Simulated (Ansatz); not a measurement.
# Nudged elastic band run: HMgS, charge -1

Input file:

```yaml
crystal:
  periodic: [false, false, false]
  atoms:
    - { symbol: Mg, position_ang: [-0.129575, 0.019467, -0.068383] }
    - { symbol: S, position_ang: [1.790648, -0.275022, 0.951632] }
    - { symbol: H, position_ang: [-1.661073, 0.255565, -0.883249] }
total_charge: -1
basis:
  gaussian: { orbitals: def2-SVP }
hamiltonian:
  xc: b3lyp
  dispersion: d4
neb:
  order_check: false
  images: 5
  f_tol: 0.03
  max_iterations: 60
  final_atoms:
    - { symbol: Mg, position_ang: [-0.56460463, -1.198546, 1.10655371] }
    - { symbol: S, position_ang: [0.8299163, 0.44283609, -0.18308671] }
    - { symbol: H, position_ang: [-0.26531167, 0.75571991, -0.923467] }
  initial_path:
    images:
      - { positions_ang: [[-0.129575, 0.019467, -0.068383], [1.790648, -0.275022, 0.951632], [-1.661073, 0.255565, -0.883249]] }
      - { positions_ang: [[-0.3817186, -0.20757848, 0.08848042], [1.57447958, -0.1238086, 0.70759646], [-1.19276098, 0.33139708, -0.79607688]] }
      - { positions_ang: [[-0.6338622, -0.43462396, 0.24534384], [1.35831116, 0.02740479, 0.46356093], [-0.72444896, 0.40722917, -0.70890476]] }
      - { positions_ang: [[-0.8860058, -0.66166944, 0.40220725], [1.14214274, 0.17861819, 0.21952539], [-0.25613694, 0.48306125, -0.62173264]] }
      - { positions_ang: [[-0.77887207, -0.8406283, 0.63698941], [1.03806726, 0.26669082, 0.08532136], [-0.25919518, 0.57394747, -0.72231076]] }
      - { positions_ang: [[-0.67173835, -1.01958715, 0.87177156], [0.93399178, 0.35476346, -0.04888268], [-0.26225343, 0.66483369, -0.82288888]] }
      - { positions_ang: [[-0.56460463, -1.198546, 1.10655371], [0.8299163, 0.44283609, -0.18308671], [-0.26531167, 0.75571991, -0.923467]] }
```

Command:

```bash
$ ansatz run input.yaml --threads 1 --pin off --max-ram 2048MiB --backend cpu --events-out ev --progress --plain --runs-dir out
```

Output, in part (warnings, iteration lines, the closing report on the highest movable image, with atoms numbered from 0):

```
NEB end point (image 0): max|allowed force component| = 1.001e-2 eV/Å (the criterion of neb.relax_end_points is 1.000e-2)
NEB end point (image 6): max|allowed force component| = 1.225e-3 eV/Å (the criterion of neb.relax_end_points is 1.000e-2)
NEB iter   1: max|band force component| = 7.122e0 eV/Å  barrier→ = 3.4944 eV  barrier← = 3.4154 eV  Δτ_max = 0.2000 Å  (167 SCF iters)
NEB iter   2: max|band force component| = 2.992e0 eV/Å  barrier→ = 2.1839 eV  barrier← = 2.1049 eV  Δτ_max = 0.1971 Å  (146 SCF iters)
NEB iter   3: max|band force component| = 1.085e0 eV/Å  barrier→ = 2.0074 eV  barrier← = 1.9283 eV  Δτ_max = 0.1541 Å  (151 SCF iters)
NEB iter   4: max|band force component| = 1.131e0 eV/Å  barrier→ = 1.8563 eV  barrier← = 1.7772 eV  CI = image 4  Δτ_max = 0.1229 Å  (147 SCF iters)
NEB iter   5: max|band force component| = 3.485e-1 eV/Å  barrier→ = 2.0244 eV  barrier← = 1.9453 eV  CI = image 4  Δτ_max = 0.0519 Å  (143 SCF iters)
NEB iter   6: max|band force component| = 9.357e-2 eV/Å  barrier→ = 2.0137 eV  barrier← = 1.9346 eV  CI = image 4  Δτ_max = 0.0099 Å  (134 SCF iters)
NEB iter   7: max|band force component| = 2.121e-2 eV/Å  barrier→ = 2.0129 eV  barrier← = 1.9339 eV  CI = image 4  Δτ_max = 0.0000 Å  (255 SCF iters)
Total energy: -16291.56659182 eV, -598.7040294290 hartree
Atom 0 at    -0.702916    -0.719324     0.531832 Å, force     0.017539     0.015578    -0.010676 eV/Å
Atom 1 at     1.341712     0.207392     0.260550 Å, force    -0.026645    -0.006302    -0.002785 eV/Å
Atom 2 at    -0.638795     0.511942    -0.792382 Å, force     0.009106    -0.009276     0.013461 eV/Å
Dipole moment:     0.227253    -0.077621     0.167523 e Å
```

It converged. Neighbouring images differ by up to 1.4 eV, so the band resolves the path poorly. A vibrational analysis at the climbing image gives one clearly imaginary mode, 908i cm⁻¹: a first-order saddle point. The orbitals stay closed-shell, which can raise the energy where a bond breaks towards radicals; this wasn't checked here. Limits of this set-up: an anion without diffuse functions, the dipole of an ion depends on the origin.

Final band (atoms are numbered from 1 in the order of the input):

```json
{"image": "0", "path coordinate (Å)": "0.00", "energy (kcal/mol)": "0.0", "Mg1–H3 (Å)": "1.75", "S2–H3 (Å)": "3.94"}
{"image": "1", "path coordinate (Å)": "0.47", "energy (kcal/mol)": "5.3", "Mg1–H3 (Å)": "1.72", "S2–H3 (Å)": "3.74"}
{"image": "2", "path coordinate (Å)": "0.94", "energy (kcal/mol)": "18.5", "Mg1–H3 (Å)": "1.71", "S2–H3 (Å)": "3.33"}
{"image": "3", "path coordinate (Å)": "1.40", "energy (kcal/mol)": "35.7", "Mg1–H3 (Å)": "1.73", "S2–H3 (Å)": "2.82"}
{"image": "4", "path coordinate (Å)": "1.87", "energy (kcal/mol)": "46.4", "Mg1–H3 (Å)": "1.81", "S2–H3 (Å)": "2.26"}
{"image": "5", "path coordinate (Å)": "2.47", "energy (kcal/mol)": "13.5", "Mg1–H3 (Å)": "2.05", "S2–H3 (Å)": "1.52"}
{"image": "6", "path coordinate (Å)": "3.08", "energy (kcal/mol)": "1.8", "Mg1–H3 (Å)": "2.83", "S2–H3 (Å)": "1.36"}
```

Time of the run: 26 s on 1 thread of Arm Neoverse V2, on a shared host, peak memory 0.088 GiB.
